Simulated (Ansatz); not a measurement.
# AlBH5 (doublet): from Hartree-Fock to the top rungs at distance Al1–H4 along a hydrogen transfer = 1.688 Å, cc-pVDZ

One table from this session's results is given with a row withheld; the runs are named, their logs left out.

Computed with Ansatz 0.2.0, Gaussian basis. Level: cc-pVDZ, core rule «outside noble gas», up to 6 orbitals frozen.

Plan: UHF; CCSD(T) on ROHF; CCSD(T) on UHF; BCCD(T) on ROHF; CISD; CCSDT(Q) on ROHF; CCSDT(Q) on UHF; CASSCF and MRCISD+Q, 3 electrons in 3 orbitals; CASSCF and NEVPT2, 3 electrons in 3 orbitals; CASSCF and NEVPT2, 9 electrons in 9 orbitals.

3 further runs of the same task are left out: 3 that didn't finish.

## The geometry

The geometry derives from fragments relaxed apart (PBE0/def2-TZVP) and kept rigid, so it is no stationary point. A hydrogen atom is moved between rigid fragments.

7 atoms, charge 0, spin multiplicity 2.

Atoms are counted from 1 here; the program's logs count them from 0.

Bond lengths: Al1–H2 1.586 Å, Al1–H3 1.586 Å, Al1–H4 1.688 Å, H4–B5 1.425 Å, B5–H6 1.191 Å, B5–H7 1.191 Å. Angles: H2–Al1–H3 120.0°, H2–Al1–H4 120.0°, H3–Al1–H4 120.0°, Al1–H4–B5 180.0°, H4–B5–H6 115.3°, H4–B5–H7 115.3°, H6–B5–H7 129.4°.

Set-up of the first run:

in.yaml reads:

```yaml
crystal:
  periodic: [false, false, false]
  atoms:
    - {symbol: Al, position_ang: [-0.958607, 0.000000, 0.000000]}
    - {symbol: H, position_ang: [-1.751530, 1.373384, 0.000000]}
    - {symbol: H, position_ang: [-1.751530, -1.373384, 0.000000]}
    - {symbol: H, position_ang: [0.729393, 0.000000, 0.000000]}
    - {symbol: B, position_ang: [2.154393, 0.000000, 0.000000]}
    - {symbol: H, position_ang: [2.663466, 0.000000, 1.077008]}
    - {symbol: H, position_ang: [2.663466, 0.000000, -1.077008]}
basis:
  gaussian: {orbitals: cc-pVDZ}
magnetization: {spin_polarized: true, initial_magnetization: 1}
hamiltonian: {xc: hf}
output: {orbitals: {seedname: orbitals}}
```

Command:

```bash
$ ansatz run in.yaml --threads 1 --pin off --events-out ev --progress --plain --max-ram 2393MiB
```

Among the steps run: UHF; CCSD(T) on ROHF; CCSD(T) on UHF; BCCD(T) on ROHF; CISD; CCSDT(Q) on ROHF; CCSDT(Q) on UHF; CASSCF and MRCISD+Q, 3 electrons in 3 orbitals; CASSCF and NEVPT2, 3 electrons in 3 orbitals; CASSCF and NEVPT2, 9 electrons in 9 orbitals.

One of the session's tables, all rows but one given; the rest of the session is left out.

It belongs to the step «Misses and costs». 

| method | from UCCSDT(Q) (meV) |
| --- | --- |
| ROHF | ? |
| UHF | +5714.4 |
| RMP2 | +1310.2 |
| UMP2 | +1313.1 |
| CISD | +574.5 |
| RCCSD | +139.2 |
| UCCSD | +137.7 |
| RCCSD(T) | +30.5 |
| UCCSD(T) | +30.5 |
| BCCD(T) | +30.3 |
| RCCSDT | +4.1 |
| UCCSDT | +3.8 |
| RCCSDT(Q) | +0.4 |
| UCCSDT(Q) | 0 |
| CASSCF frontier | +4181.2 |
| NEVPT2 frontier | +1310.1 |

**Question.** Estimate the row for ROHF.

As computed: from UCCSDT(Q) (meV): +5808.8. In the column «from UCCSDT(Q) (meV)» it is the highest.

Left out of the table: CASSCF pair, NEVPT2 pair, MRCISD pair, MRCISD+Q pair (the active space lost an orbital or holds another state than full CI finds).

Limits of these values: Restricted and unrestricted rows rest on different reference determinants; where their highest levels disagree by more than a few hundredths of an eV, they describe different states and don't form one ladder. Warnings in the runs' records: passed over end.
